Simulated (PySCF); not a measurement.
**State search for BN**

Unrestricted PBE0; B cc-pVTZ, N cc-pVTZ; no relativity (PySCF 2.14). Outer shells of the fragments: B 2s2 2p1; N 2s2 2p3.

Followed along the bond (rough minima from three points):

```tsv
2Ms+1	unpaired	⟨S²⟩ at the start	R at minimum (Å)	Te (eV)
3	σ ↑, π ↑	2.01	1.32	0.00
1	σ ↓, π ↑	1.04	1.32	0.16
3	π ↑↑	2.01	1.48	1.33
1	π ↑↓	1.00	1.48	1.83
1	none	0.00	none in the scan	≤ 0.96
```

Solutions found at the starting distance of 1.470 Å, counted from the lowest of them; the search is not exhaustive and high or unbound solutions are not listed, so other states can lie among these:

| 2Ms+1 | unpaired | term | E (eV) | ⟨S²⟩ | ⟨Lz²⟩ | μ (D) |
| --- | --- | --- | --- | --- | --- | --- |
| 3 | σ ↑, π ↑ | ³Π | 0.00 | 2.01 | 1.02 | -2.08 |
| 1 | σ ↓, π ↑ | mixed | 0.14 | 1.04 | 1.01 | -2.14 |
| 3 | π ↑↑ | ³Σ⁻ | 0.85 | 2.01 | 0.00 | 0.99 |
| 1 | π ↑↓ | mixed | 1.34 | 1.00 | 2.01 | 1.07 |
| 1 | none | ¹Σ⁺ | 1.50 | 0.00 | 0.00 | -2.97 |
| 3 | σ ↑↑ | ³Σ⁺ | 2.27 | 2.04 | 0.00 | -1.62 |
| 1 | none | mixed | 2.87 | 0.00 | 2.00 | 1.28 |
| 5 | σ ↑, π ↑↑↑ | ⁵Π | 3.21 | 6.00 | 1.00 | -0.45 |
| 3 | σ ↑, π ↑↑↓ | mixed | 3.93 | 3.01 | 3.01 | -0.46 |
| 3 | σ ↓, π ↑↑↑ | mixed | 4.30 | 3.01 | 1.00 | -0.04 |
| 3 | π ↑↑ | mixed | 4.58 | 2.40 | 2.01 | -1.69 |
| 1 | σ ↑, π ↑↓↓ | mixed | 4.76 | 2.01 | 3.02 | 0.03 |
| 5 | σ ↑↑, π ↑↑ | mixed | 5.14 | 6.00 | 2.01 | 0.41 |
| 3 | π ↑↑ | mixed | 5.24 | 2.41 | 2.00 | -1.77 |

A term symbol is given only where ⟨S²⟩ and ⟨Lz²⟩ are close to those of a pure state; real π, δ and φ orbitals otherwise mix terms. A positive dipole means B(−)N(+).
